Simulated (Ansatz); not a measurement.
A trace of molecular dynamics of CH₆Si (8 atoms, charge 0, multiplicity 1).

All numbers below come from Ansatz, RKS PBE0-D4/def2-SVPD.

- ensemble: NVT, Nosé–Hoover chain
- set temperature: 1500 K
- thermostat: time constant 100 fs, chain length 1
- seed: 94857

```json
{"time (fs)": "0", "T (K)": "1500", "potential energy less start (eV)": "0.000", "conserved less start (meV/atom)": "0.00"}
{"time (fs)": "1.5", "T (K)": "1054", "potential energy less start (eV)": "0.348", "conserved less start (meV/atom)": "0.22"}
{"time (fs)": "3", "T (K)": "640", "potential energy less start (eV)": "0.669", "conserved less start (meV/atom)": "0.32"}
{"time (fs)": "4.5", "T (K)": "742", "potential energy less start (eV)": "0.590", "conserved less start (meV/atom)": "0.18"}
{"time (fs)": "6", "T (K)": "724", "potential energy less start (eV)": "0.603", "conserved less start (meV/atom)": "0.15"}
{"time (fs)": "7.5", "T (K)": "437", "potential energy less start (eV)": "0.828", "conserved less start (meV/atom)": "0.27"}
{"time (fs)": "9", "T (K)": "511", "potential energy less start (eV)": "0.771", "conserved less start (meV/atom)": "0.26"}
{"time (fs)": "10.5", "T (K)": "847", "potential energy less start (eV)": "0.509", "conserved less start (meV/atom)": "0.05"}
{"time (fs)": "12", "T (K)": "562", "potential energy less start (eV)": "0.733", "conserved less start (meV/atom)": "0.23"}
{"time (fs)": "13.5", "T (K)": "428", "potential energy less start (eV)": "0.838", "conserved less start (meV/atom)": "0.33"}
{"time (fs)": "15", "T (K)": "869", "potential energy less start (eV)": "0.496", "conserved less start (meV/atom)": "0.14"}
{"time (fs)": "16.5", "T (K)": "1035", "potential energy less start (eV)": "0.368", "conserved less start (meV/atom)": "0.12"}
{"time (fs)": "18", "T (K)": "722", "potential energy less start (eV)": "0.614", "conserved less start (meV/atom)": "0.23"}
{"time (fs)": "19.5", "T (K)": "611", "potential energy less start (eV)": "0.703", "conserved less start (meV/atom)": "0.34"}
{"time (fs)": "21", "T (K)": "1075", "potential energy less start (eV)": "0.344", "conserved less start (meV/atom)": "0.09"}
{"time (fs)": "22.5", "T (K)": "1061", "potential energy less start (eV)": "0.357", "conserved less start (meV/atom)": "0.12"}
{"time (fs)": "24", "T (K)": "641", "potential energy less start (eV)": "0.688", "conserved less start (meV/atom)": "0.30"}
{"time (fs)": "25.5", "T (K)": "625", "potential energy less start (eV)": "0.701", "conserved less start (meV/atom)": "0.20"}
{"time (fs)": "27", "T (K)": "659", "potential energy less start (eV)": "0.677", "conserved less start (meV/atom)": "0.17"}
{"time (fs)": "28.5", "T (K)": "485", "potential energy less start (eV)": "0.814", "conserved less start (meV/atom)": "0.21"}
{"time (fs)": "30", "T (K)": "435", "potential energy less start (eV)": "0.856", "conserved less start (meV/atom)": "0.34"}
{"time (fs)": "31.5", "T (K)": "973", "potential energy less start (eV)": "0.440", "conserved less start (meV/atom)": "0.11"}
{"time (fs)": "33", "T (K)": "1100", "potential energy less start (eV)": "0.347", "conserved less start (meV/atom)": "0.08"}
{"time (fs)": "34.5", "T (K)": "653", "potential energy less start (eV)": "0.700", "conserved less start (meV/atom)": "0.34"}
{"time (fs)": "36", "T (K)": "774", "potential energy less start (eV)": "0.609", "conserved less start (meV/atom)": "0.24"}
{"time (fs)": "37.5", "T (K)": "1110", "potential energy less start (eV)": "0.353", "conserved less start (meV/atom)": "0.14"}
```

Can this run be trusted? Judge the integration.

The conserved energy stayed within 0.36 meV per atom of its start (net change 0.14 meV per atom), so the integration is sound. The schedule's set-point averaged 3504 K over the second half and the system 772 K, so it lags behind the ramp. A run of 0.037 ps of so small a system gives no equilibrium averages. The time step was 0.25 fs.

The run took 2.5 min on 1 thread of Intel(R) Xeon(R) 6975P-C (Granite Rapids), on a shared host, peak memory 0.19 GiB.
